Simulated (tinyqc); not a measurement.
Extended Hueckel theory, for HF, step by step. One step of it, computed by the program tinyqc.

Task: Mulliken analysis. P = C n C^T; charge = valence electrons (F 7, H 1) minus the sum of (P S)_ii on the atom; overlap population = 2 sum P_ij S_ij between two atoms.

coefficients:
```
,MO1,MO2,MO3,MO4,MO5
1F 2s,0.998911,-0.074548,0.000000,0.000000,-0.420389
1F 2px,0.000000,0.000000,0.970696,0.240312,0.000000
1F 2py,0.000000,0.000000,-0.240312,0.970696,0.000000
1F 2pz,-0.000700,0.920452,0.000000,0.000000,-0.537775
2H 1s,0.002934,0.199698,0.000000,0.000000,1.129891
```

occupations: 2.000000  2.000000  2.000000  2.000000  0.000000

overlap S, lower triangle:
```
,1F 2s,1F 2px,1F 2py,1F 2pz,2H 1s
1F 2s,1.000000
1F 2px,0.000000,1.000000
1F 2py,0.000000,0.000000,1.000000
1F 2pz,0.000000,0.000000,0.000000,1.000000
2H 1s,0.369870,0.000000,0.000000,0.321917,1.000000
```

Give: charges; Overlap populations.

Result:

charges: 1F -0.811, 2H 0.811

Overlap populations:
```
pair,value
2-1,0.218998
```
